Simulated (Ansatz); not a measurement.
A nudged elastic band was laid between two geometries of CH$_{5}$B$_{2}$ (8 atoms, charge -1, multiplicity 1).

Method: RHF/6-31G (Ansatz 0.2.0).

| Item | Value |
| --- | --- |
| movable images | 5 |
| climbing image | yes |
| spring | 5.0 eV/Å² |
| optimiser | quadratic models (default) |
| start path | through a guess of the saddle point |
| force threshold | 0.03 eV/Å |
| iteration limit | 60 |
| end points | relaxed |

Image 0:

```xyz
8
Properties=species:S:1:pos:R:3
B -0.766 0.832 -0.807
B 0.051 0.263 0.564
C 0.752 -1.010 0.491
H -0.801 0.203 -1.849
H -1.381 1.883 -0.906
H 0.062 0.912 1.607
H 1.311 -1.463 1.308
H 0.773 -1.621 -0.408
```

Image 6:

```xyz
8
Properties=species:S:1:pos:R:3
B -0.767 0.832 -0.808
B 0.051 0.262 0.564
C 0.754 -1.008 0.490
H -1.392 1.876 -0.901
H -0.790 0.209 -1.853
H 0.056 0.909 1.609
H 1.310 -1.464 1.308
H 0.779 -1.617 -0.410
```

(1) What changes between the two ends?

(2) What energy profile does the band end with?

(3) What is the geometry of the highest image?

(4) What are the harmonic wavenumbers there?

Answers

(1) No bond is made or broken. The dihedral H4–B1–B2–C3 goes from 1 to -180°. The two ends are copies of one structure, up to a mirror image or an exchange of like atoms.

(2) The forces met the threshold. The highest image is number 3 of 0 to 6, 0.145 eV above the ends, which have the same energy within 2 meV. A vibrational analysis at the climbing image gives one clearly imaginary mode, 198i cm⁻¹: a first-order saddle point. Limits of this set-up: no polarisation functions, an anion without diffuse functions.

```
image  path coordinate (Å)  energy (eV)  dihedral H4–B1–B2–C3 (°)
    0                 0.00        0.000                         1
    1                 0.67        0.023                        32
    2                 1.34        0.106                        62
    3                 2.02        0.145                        93
    4                 2.69        0.103                       118
    5                 3.37        0.022                       145
    6                 4.05        0.000                      -180
```

(3) 
```xyz
8
Properties=species:S:1:pos:R:3
B -0.825 0.829 -0.829
B -0.039 0.104 0.496
C 0.922 -0.980 0.485
H -1.913 0.490 -1.257
H -0.415 1.808 -1.425
H -0.383 0.620 1.567
H 1.383 -1.390 1.382
H 1.270 -1.480 -0.417
```

(4) 198i, 217, 432, 740, 811, 817, 854, 973, 1087, 1154, 1324, 1426, 1634, 2342, 2495, 2501, 3159, 3188 cm⁻¹.

Time of the run: 58 s on 1 thread of Intel(R) Xeon(R) Processor @ 2.50GHz (Skylake/Cascade Lake), on a shared host, peak memory 0.093 GiB.
